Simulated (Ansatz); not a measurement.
Input file:

```yaml
crystal:
  periodic: [false, false, false]
  atoms:
    - {symbol: Cu, position_ang: [0.000000, 0.000000, 0.385068]}
    - {symbol: N, position_ang: [0.000000, 0.000000, -1.452436]}
    - {symbol: H, position_ang: [0.000000, 0.825104, -2.046587]}
    - {symbol: H, position_ang: [0.000000, -0.825104, -2.046587]}
basis:
  gaussian: {orbitals: def2-SVP}
total_charge: 1
magnetization: {spin_polarized: true, initial_magnetization: 1}
hamiltonian: {xc: {name: B2PLYP}}
correlation: {electrons: outside_noble_gas}
```

```sh
$ ansatz run in.yaml --threads 1 --pin off --events-out ev --progress --plain --max-ram 2816MiB --backend cpu
```

Log:

```
594 factors; integrals over basis functions are off by at most 8.5e-4 eV
mean field evaluation 1: about -46118.1175 eV, gradient 6.8e1 eV
mean field evaluation 2: about -46118.1927 eV, gradient 6.8e1 eV
mean field evaluation 4: about -46131.6167 eV, gradient 1.7e1 eV
mean field evaluation 8: about -46132.9235 eV, gradient 4.4e-1 eV
mean field evaluation 16: about -46132.9260 eV, gradient 1.1e-3 eV
mean field evaluation 32: about -46023.4661 eV, gradient 9.3e1 eV
mean field -46132.92596624 eV, -1695.3537592391 hartree, gradient 8.1e-6 eV, S^2 0.757227; 0 other end points of the search recorded, 0 dependent functions left out
10 core orbitals not correlated: weight in the atoms' cores, before any rotation towards them, 1.000 or more for the frozen orbitals, at most 0.000 for the correlated occupied ones
reference -46132.92608401 eV, -1695.3537635668 hartree; 9, 8 occupied and 36, 37 virtual orbitals, 594 factors
second order -14.51466044 eV of doubles, -0.00000000 eV of singles
Total energy: -46136.84504232 eV, -1695.4977826286 hartree
```

Ran on 1 thread of AMD EPYC 7R13, shared host: 2.4 s wall, 0.2 GiB peak host memory.
